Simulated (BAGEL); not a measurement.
**UHF/STO-3G (density fitting with qzvpp-jkfit) run of CH5OSi (SMILES [CH2][SiH2]O)**

What is the vertical doublet–quartet gap of CH5OSi at UHF/STO-3G (density fitting with qzvpp-jkfit)? 

The calculation is run with BAGEL 1.2.2.

3 further runs of the same task are left out: 1 that didn't finish, 2 set aside as unsound or not needed. Runs told in other sessions of the task aren't counted.

## 1. The structure to begin with

CH5OSi has 8 atoms, charge 0, and is taken as a doublet. As SMILES, `[CH2][SiH2]O`. The shape is that of a PBE0-D4/def2-TZVP optimisation. This is one conformer, not always the lowest.

Bond lengths: C1–Si2 1.840 Å, Si2–O3 1.650 Å, C1–H4 1.086 Å, C1–H5 1.087 Å, Si2–H6 1.485 Å, Si2–H7 1.490 Å, O3–H8 0.958 Å. Angles: C1–Si2–O3 112.2°, C1–Si2–H6 111.4°, C1–Si2–H7 108.0°, O3–Si2–H6 104.2°, O3–Si2–H7 111.6°, Si2–C1–H4 122.8°, Si2–C1–H5 122.5°, Si2–O3–H8 117.1°, H6–Si2–H7 109.4°, H4–C1–H5 114.6°.

## 2. A single-point energy at UHF/STO-3G (density fitting with qzvpp-jkfit)

Contents of input.json:

```json
{ "bagel" : [

{
  "title" : "molecule",
  "basis" : "sto-3g",
  "df_basis" : "qzvpp-jkfit",
  "angstrom" : true,
  "geometry" : [
    { "atom" : "C", "xyz" : [      -0.861500,       0.517800,      -0.791400 ] },
    { "atom" : "Si", "xyz" : [       0.654000,      -0.005200,       0.111100 ] },
    { "atom" : "O", "xyz" : [       0.302800,      -0.724400,       1.554400 ] },
    { "atom" : "H", "xyz" : [      -0.970800,       0.416800,      -1.867000 ] },
    { "atom" : "H", "xyz" : [      -1.703100,       0.991500,      -0.293300 ] },
    { "atom" : "H", "xyz" : [       1.495600,       1.161100,       0.480600 ] },
    { "atom" : "H", "xyz" : [       1.431000,      -0.912300,      -0.779800 ] },
    { "atom" : "H", "xyz" : [      -0.255800,      -1.502300,       1.529400 ] }
  ]
},

{ "title" : "uhf", "nopen" : 1 },

{ "title" : "print", "file" : "orbitals.molden", "orbitals" : true }

]}
```

Started as:

```bash
$ BAGEL_NUM_THREADS=1 BAGEL input.json > input.out
```

The log of the run:

```text
* using 1 threads per process

  ===============================================================
  ===============================================================

  *** Geometry ***

  { "atom" : "C", "xyz" : [     -1.627999,      0.978500,     -1.495529 ] },
  { "atom" : "Si", "xyz" : [      1.235881,     -0.009827,      0.209949 ] },
  { "atom" : "O", "xyz" : [      0.572209,     -1.368918,      2.937390 ] },
  { "atom" : "H", "xyz" : [     -1.834546,      0.787638,     -3.528119 ] },
  { "atom" : "H", "xyz" : [     -3.218393,      1.873663,     -0.554257 ] },
  { "atom" : "H", "xyz" : [      2.826274,      2.194161,      0.908202 ] },
  { "atom" : "H", "xyz" : [      2.704198,     -1.723997,     -1.473608 ] },
  { "atom" : "H", "xyz" : [     -0.483392,     -2.838936,      2.890147 ] },

  Number of auxiliary basis functions:      370

  Since a DF basis is specified, we compute 2- and 3-index integrals:
    o Being stored without compression. Storage requirement is 0.002 GB

  Number of basis functions:       24
  Number of electrons      :       33

    * METHOD: MOLECULE                             0.06

  *** Open-shell HF ***

  === Nuclear Repulsion ===
   108.9327533291

      * DIIS with orbital gradients will be used.

  === UHF iteration (sto-3g) ===
      0       -399.65550149          0.03248382           0.01
      1       -399.71366551          0.00777347           0.01
      2       -399.71804361          0.00197430           0.01
      3       -399.71860552          0.00049710           0.01
      4       -399.71883623          0.00006718           0.01
      5       -399.71889160          0.00002496           0.01
      6       -399.71890761          0.00000943           0.01
      7       -399.71891083          0.00000321           0.01
      8       -399.71891123          0.00000068           0.01
      9       -399.71891125          0.00000027           0.01
     10       -399.71891125          0.00000014           0.01
     11       -399.71891125          0.00000004           0.01
     12       -399.71891125          0.00000001           0.01
     13       -399.71891125          0.00000001           0.01
    * SCF iteration converged.

    * S^2 (UHF) is 0.7665

    * Permanent dipole moment:
           (    0.251081,     0.223797,     0.409921) a.u.

    * METHOD: UHF                                  0.17

    * METHOD: PRINT                                0.00

  ===============================================================
```

Run time: 0.38 s. Hardware: 1 thread of Intel Xeon 6975P-C (Granite Rapids), shared host.

## 3. The quartet, same level

Contents of job.json:

```json
{ "bagel": [

{
  "title": "molecule",
  "basis": "sto-3g",
  "df_basis": "qzvpp-jkfit",
  "angstrom": true,
  "geometry": [
    { "atom": "C", "xyz": [      -0.861500,       0.517800,      -0.791400 ] },
    { "atom": "Si", "xyz": [       0.654000,      -0.005200,       0.111100 ] },
    { "atom": "O", "xyz": [       0.302800,      -0.724400,       1.554400 ] },
    { "atom": "H", "xyz": [      -0.970800,       0.416800,      -1.867000 ] },
    { "atom": "H", "xyz": [      -1.703100,       0.991500,      -0.293300 ] },
    { "atom": "H", "xyz": [       1.495600,       1.161100,       0.480600 ] },
    { "atom": "H", "xyz": [       1.431000,      -0.912300,      -0.779800 ] },
    { "atom": "H", "xyz": [      -0.255800,      -1.502300,       1.529400 ] }
  ]
},

{
  "title": "uhf",
  "nopen": 3
},

{
  "title": "print",
  "file": "orbitals.molden",
  "orbitals": true
}

]}
```

Started as:

```bash
$ BAGEL_NUM_THREADS=1 BAGEL job.json > job.out
```

The log of the run:

```text
* using 1 threads per process

  ===============================================================
  ===============================================================

  *** Geometry ***

  { "atom" : "C", "xyz" : [     -1.627999,      0.978500,     -1.495529 ] },
  { "atom" : "Si", "xyz" : [      1.235881,     -0.009827,      0.209949 ] },
  { "atom" : "O", "xyz" : [      0.572209,     -1.368918,      2.937390 ] },
  { "atom" : "H", "xyz" : [     -1.834546,      0.787638,     -3.528119 ] },
  { "atom" : "H", "xyz" : [     -3.218393,      1.873663,     -0.554257 ] },
  { "atom" : "H", "xyz" : [      2.826274,      2.194161,      0.908202 ] },
  { "atom" : "H", "xyz" : [      2.704198,     -1.723997,     -1.473608 ] },
  { "atom" : "H", "xyz" : [     -0.483392,     -2.838936,      2.890147 ] },

  Number of auxiliary basis functions:      370

  Since a DF basis is specified, we compute 2- and 3-index integrals:
    o Being stored without compression. Storage requirement is 0.002 GB

  Number of basis functions:       24
  Number of electrons      :       33

    * METHOD: MOLECULE                             0.06

  *** Open-shell HF ***

  === Nuclear Repulsion ===
   108.9327533291

      * DIIS with orbital gradients will be used.

  === UHF iteration (sto-3g) ===
      0       -399.18286887          0.03324950           0.01
      1       -399.29248206          0.02193369           0.01
      2       -399.34771112          0.01053212           0.01
      3       -399.36727148          0.00626963           0.01
      4       -399.38387857          0.00216407           0.01
      5       -399.38487357          0.00097224           0.01
      6       -399.38627466          0.00049720           0.01
      7       -399.38671805          0.00032014           0.01
      8       -399.38677123          0.00022558           0.01
      9       -399.38680503          0.00016049           0.01
     10       -399.38681913          0.00012270           0.01
     11       -399.38683092          0.00008971           0.01
     12       -399.38683839          0.00004156           0.01
     13       -399.38684011          0.00002527           0.01
     14       -399.38684184          0.00000881           0.01
     15       -399.38684196          0.00000452           0.01
     16       -399.38684200          0.00000168           0.01
     17       -399.38684200          0.00000067           0.01
     18       -399.38684200          0.00000032           0.01
     19       -399.38684200          0.00000016           0.01
     20       -399.38684200          0.00000008           0.01
     21       -399.38684200          0.00000005           0.01
     22       -399.38684200          0.00000003           0.01
     23       -399.38684200          0.00000002           0.01
     24       -399.38684200          0.00000001           0.01
    * SCF iteration converged.

    * S^2 (UHF) is 3.7676

    * Permanent dipole moment:
           (    0.244635,     0.500346,    -0.484474) a.u.

    * METHOD: UHF                                  0.25

    * METHOD: PRINT                                0.00

  ===============================================================
```

It took 0.46 s on 1 thread of Intel Xeon 6975P-C (Granite Rapids), shared host.

## 4. Results

Level: UHF/STO-3G (density fitting with qzvpp-jkfit).

| quantity | value |
| --- | --- |
| doublet: total energy | -399.71891 Eh |
| doublet: dipole moment | 1.35 D |
| doublet: ⟨S²⟩ | 0.766 |
| quartet: total energy | -399.38684 Eh |
| quartet: dipole moment | 1.88 D |
| quartet: ⟨S²⟩ | 3.768 |
| vertical energy of the quartet above the doublet | 9.036 eV |

At this shape the quartet lies 9.04 eV (208 kcal/mol) above the doublet. In a minimal basis such a difference can be off by several eV, whatever the method.
